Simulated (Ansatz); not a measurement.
## Basis-set limit of P2H4, singlet

```xyz
6

P     0.3677   -1.0579   -0.0828
P    -0.3679    1.0582    0.0790
H    -0.4999   -1.5307    0.9515
H    -0.5751   -1.4009   -1.1025
H     0.5053    1.5335   -0.9496
H     0.5698    1.3978    1.1044
```

Connectivity, by distances: PH2–PH2.

Ansatz 0.2.0, RHF determinant, valence electrons correlated. Energies in eV.

| set | X | functions | Hartree–Fock | MP2 correlation | CCSD(T) correlation | time |
| --- | --- | --- | --- | --- | --- | --- |
| def2-TZVPP | 3 | 140 | -18607.5892 | -8.7125 | -10.3474 | 3.1 s on 1 × NVIDIA H100 80GB HBM3 with 1 thread of AMD EPYC 7R13 Processor (Zen 3) (shared host) |
| def2-QZVPP | 4 | 260 | -18608.1291 | -9.3862 | -10.9493 | 4.6 s on 1 × NVIDIA H100 80GB HBM3 with 1 thread of AMD EPYC 7R13 Processor (Zen 3), on a shared host |

Hartree–Fock is taken to follow E(X) = E∞ + A·exp(−7.88·√X), correlation E(X) = E∞ + B·X^−2.97.

Work out the CCSD(T) energy at the limit, and how far the shortcut misses it that extrapolates MP2 and adds CCSD(T) minus MP2 from the smaller set.

Hartree–Fock: E∞ = E4 + 0.1377·(E4 − E3) = -18608.2035. Correlation: E∞ = E4 + 0.7407·(E4 − E3) = -11.3951 for CCSD(T) and -9.8853 for MP2. The limit is -18619.5986 eV, 0.520 eV below def2-QZVPP. The shortcut gives a correlation energy of -9.8853 + (-1.6350) = -11.5203, 125 meV lower than the direct value.

Past Ne part of the Hartree–Fock step between the two sets comes from the cores, which don't follow the formula, so the 74 meV that it adds to the total can overshoot; that part largely cancels in differences.
